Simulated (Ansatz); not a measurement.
Ansatz (a quantum-chemistry and plane-wave program) input (B2PLYP/pcseg-2):

Ansatz 0.2 input:
```yaml
crystal:
  periodic: [false, false, false]
  atoms:
    - {symbol: C, position_ang: [0.00819413, 0.01326082, -1.13371283]}
    - {symbol: Cl, position_ang: [-0.00477402, -0.00772595, 0.66051769]}
    - {symbol: H, position_ang: [0.01747178, 1.04777215, -1.46340501]}
    - {symbol: H, position_ang: [0.89974992, -0.50396843, -1.47517859]}
    - {symbol: H, position_ang: [-0.88522815, -0.49202752, -1.48794019]}
basis:
  gaussian:
    orbitals: pcseg-2
hamiltonian:
  xc: {name: B2PLYP}
magnetization: {spin_polarized: false}
correlation: {electrons: outside_noble_gas}
```

Output:

```
Functional definition: B2PLYP
integrals: 0.06 GiB planned
626 factors; integrals over basis functions are off by at most 9.2e-4 eV
mean field: 0.29 GiB planned
mean field evaluation 1: about -13600.1534 eV, gradient 2.6e1 eV
mean field evaluation 2: about -13600.1576 eV, gradient 2.6e1 eV
mean field evaluation 4: about -13601.6663 eV, gradient 2.6e0 eV
mean field evaluation 8: about -13601.6800 eV, gradient 2.5e-2 eV
mean field evaluation 16: about -13601.6800 eV, gradient 1.8e-6 eV
mean field -13601.67999352 eV, -499.8525202119 hartree, gradient 1.8e-6 eV, S^2 0.000000; 0 other end points of the search recorded, 0 dependent functions left out
6 core orbitals not correlated
reference -13601.68012057 eV, -499.8525248812 hartree; 7, 7 occupied and 93, 93 virtual orbitals, 626 factors
second order -11.84716845 eV of doubles, -0.00000000 eV of singles
Total energy: -13604.87885605 eV, -499.9700762419 hartree
```
